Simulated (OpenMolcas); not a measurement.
**Which level was it?**

PF3 has 4 atoms, charge 0, and is taken as a singlet. As SMILES, `FP(F)F`. Geometry: relaxed at PBE0-D4/def2-TZVP.

```xyz
4

F     0.8344   -0.6632    0.8745
P    -0.2975    0.3146    0.3923
F    -1.0619   -0.6965   -0.5369
F     0.5250    1.0452   -0.7300
```

Orbital energies are those of the mean-field step.

A calculation with OpenMolcas 26.06 gave:

```
total energy  : -635.7711 Eh
dipole moment : 2.17 D
HOMO energy   : -12.76 eV
LUMO energy   : 4.45 eV
HOMO–LUMO gap : 17.21 eV
largest force : 3.205 eV/Å
```

**Question.** Which of these levels gave the numbers?
A. PBE/6-311+G**
B. r2SCAN/6-311+G**
C. HF/3-21G
D. MP2/6-311+G**

**Answer.** C. The others give -640.6341 Eh (PBE/6-311+G**), -640.9194 Eh (r2SCAN/6-311+G**), -639.9631 Eh (MP2/6-311+G**).
